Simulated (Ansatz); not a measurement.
# One shape, several levels: NH2 (SMILES [NH2])

Wanted: a comparison of 6 runs (U-r2SCAN0/3-21G, U-wB97M-V/3-21G, UB3LYP/3-21G, UMP2/3-21G, UMP2/6-31G*, UCCSD/6-31G*) of NH2. 

The results are computed with Ansatz 0.2.0.

48 further runs of the same task are left out: 48 set aside as unsound or not needed.

## (1) The molecule

NH2 has 3 atoms, charge 0, and is taken as a doublet. As SMILES, `[NH2]`. The H2–N1 distance was set to 2.535 Å, away from the relaxed value. At this shape a bond of the SMILES string is far longer than usual.

Bond lengths: N1–H3 1.014 Å.

## (2) A single-point energy at U-r2SCAN0/3-21G (run 1)

molecule.yaml reads:

```yaml
basis:
  gaussian:
    orbitals: 3-21G.json
crystal:
  periodic: [false, false, false]
  atoms:
    - {symbol: N, position_ang: [0.534574, -1.685873, 0.116416]}
    - {symbol: H, position_ang: [0.155580, 0.820260, 0.174790]}
    - {symbol: H, position_ang: [-0.235366, -2.141703, -0.361244]}
magnetization:
  spin_polarized: true
  initial_magnetization: 1
accuracy: high
hamiltonian:
  xc: {name: r2SCAN0}
```

The basis set 3-21G is read from a file made from the Basis Set Exchange's data (not shown).

On the command line:

```sh
$ ansatz run molecule.yaml --threads 1 --pin off --max-ram 2610MiB --events-out events.jsonl --progress --plain --runs-dir runs
```

The program printed:

```text
Warning: RAYON_NUM_THREADS=1 ignored (pool sized by the plan → 1); use --threads N
Functional definition: r2SCAN0
  name "r2SCAN0"
  parameter a = 0.25
  parameter k0 = 0.174
  parameter k1 = 0.065
  parameter a1 = 4.9479
  exchange = (1 - a)*r2scan_x(k0 = k0, k1 = k1, a1 = a1) + a*exact_x
  correlation = r2scan_c
243 factors; integrals over basis functions are off by at most 3.7e-9 eV
mean field evaluation 1: about -1499.1096 eV, gradient 2.6e1 eV
mean field evaluation 2: about -1488.7144 eV, gradient 4.2e1 eV
mean field evaluation 4: about -1506.2010 eV, gradient 4.2e0 eV
mean field evaluation 8: about -1506.5178 eV, gradient 3.3e0 eV
mean field evaluation 16: about -1507.0402 eV, gradient 4.6e-7 eV
mean field evaluation 32: about -1507.0402 eV, gradient 3.3e-5 eV
mean field -1507.04019302 eV, -55.3827055851 hartree, gradient 3.6e-8 eV, S^2 1.695090; 6 other end points of the search recorded, 0 dependent functions left out
reference -1507.04019350 eV, -55.3827056027 hartree; 5, 4 occupied and 8, 9 virtual orbitals, 243 factors
Total energy: -1507.04019350 eV, -55.3827056027 hartree
```

Wall time 5.4 s (1 thread of Arm Neoverse V1, shared host); peak memory 0.13 GiB.

## (3) The energy at U-wB97M-V/3-21G (run 2)

input.yaml reads:

```yaml
crystal:
  periodic: [false, false, false]
  atoms:
    - {symbol: "N", position_ang: [0.534574, -1.685873, 0.116416]}
    - {symbol: H, position_ang: [0.155580, 0.820260, 0.174790]}
    - {symbol: H, position_ang: [-0.235366, -2.141703, -0.361244]}
basis:
  gaussian: {orbitals: 3-21G.json}
magnetization: {spin_polarized: true, initial_magnetization: 1}
hamiltonian: {xc: {name: wB97M-V}}
accuracy: high
```

The basis set 3-21G is read from a file made from the Basis Set Exchange's data (not shown).

On the command line:

```sh
$ ansatz run input.yaml --threads 1 --pin off --max-ram 2610MiB --events-out events.jsonl --progress --plain --runs-dir runs
```

The program printed, shortened:

```text
Warning: RAYON_NUM_THREADS=1 ignored (pool sized by the plan → 1); use --threads N
Functional definition: wB97M-V
  name "wB97M-V"
[...]
  gx(w, u) = 1 - cx + cx01*u + cx10*w
  gss(w, u) = css00 + css04*u^4 + css10*w + css20*w^2 + css43*w^4*u^3
  gos(w, u) = cos00 + cos10*w + (cos20 + cos21*u)*w^2 + (cos60 + cos61*u)*w^6
[...]
      + integral(e_c_pw_mod_opposite_spin*gos(b97_w_opposite, b97_u_opposite)) + vv10(b, c)
243 factors; integrals over basis functions are off by at most 3.7e-9 eV
101 factors; integrals over basis functions are off by at most 9.5e-10 eV
[...]
mean field -1506.98718113 eV, -55.3807574341 hartree, gradient 3.1e-8 eV, S^2 1.692703; 3 other end points of the search recorded, 0 dependent functions left out
reference -1506.98718285 eV, -55.3807574973 hartree; 5, 4 occupied and 8, 9 virtual orbitals, 243 factors
Total energy: -1506.98718285 eV, -55.3807574973 hartree
```

Wall time 21 s (1 thread of Arm Neoverse V1, shared host); peak memory 0.25 GiB.

Runs 3 to 5 aren't shown in full; the table further down has their settings and results.

## (4) A single-point energy at UCCSD/6-31G(d) (spherical functions) (run 6)

run.yaml reads:

```yaml
crystal:
  periodic: [false, false, false]
  atoms:
    - {symbol: N, position_ang: [0.534574, -1.685873, 0.116416]}
    - {symbol: H, position_ang: [0.155580, 0.820260, 0.174790]}
    - {symbol: H, position_ang: [-0.235366, -2.141703, -0.361244]}
basis:
  gaussian:
    orbitals: 6-31G_st_-spherical.json
magnetization:
  spin_polarized: true
  initial_magnetization: 1
correlation:
  method: ccsd
  frozen_orbitals: {H: 0, "N": 1}
accuracy: high
scf:
  omitted_lower_state_checks: [cluster_reference, increment]
```

The basis set 6-31G* is read from a file made from the Basis Set Exchange's data (not shown).

On the command line:

```sh
$ ansatz run run.yaml --threads 1 --pin off --max-ram 2610MiB --events-out events.jsonl --progress --plain --runs-dir runs
```

The program printed:

```text
Warning: RAYON_NUM_THREADS=1 ignored (pool sized by the plan → 1); use --threads N
[... 15 lines left out ...]
1 core orbitals not correlated: weight in the atoms' cores, before any rotation towards them, 1.000 or more for the frozen orbitals, at most 0.000 for the correlated occupied ones
[... 42 lines left out ...]
Total energy: -1512.25249337 eV, -55.5742540897 hartree
Checks for a lower state left out: cluster_reference, increment
```

Run time: 0.44 s. Hardware: 1 thread of Arm Neoverse V1, shared host.

## (5) Overview of the runs

| run | level | frozen core orbitals | energy (Eh) | ⟨S²⟩ | wall time |
| --- | --- | --- | --- | --- | --- |
| 1 | U-r2SCAN0/3-21G | – | -55.382706 | 1.695 | 5.4 s |
| 2 | U-wB97M-V/3-21G | – | -55.380757 | 1.693 | 21 s |
| 3 | UB3LYP/3-21G | – | -55.415682 | 1.672 | 1.9 s |
| 4 | UMP2/3-21G | 1 | -55.209573 | 1.739 | 0.18 s |
| 5 | UMP2/6-31G* (spherical functions) | 1 | -55.554797 | 1.741 | 0.22 s |
| 6 | UCCSD/6-31G* (spherical functions) | 1 | -55.574254 | 1.741 | 0.44 s |

## (6) Summary of results

| quantity | value |
| --- | --- |
| run 6: total energy | -55.57425 Eh |
| run 6: correlation energy (1 core orbital frozen) | -117.5 mEh |
| run 6: ⟨S²⟩ of the reference determinant | 1.741 |
| run 6: T1 diagnostic | 0.011 |

**Reading.** Totals of different functionals can't be ranked against each other. Spin contamination of the reference: run 5 ⟨S²⟩ = 1.74, run 6 ⟨S²⟩ = 1.74, run 4 ⟨S²⟩ = 1.74, run 1 ⟨S²⟩ = 1.70, run 2 ⟨S²⟩ = 1.69, run 3 ⟨S²⟩ = 1.67. Where it is this large, the reference is a mixture of spin states, and values that rest on it are in doubt. All runs together took 30 s, the longest 21 s.
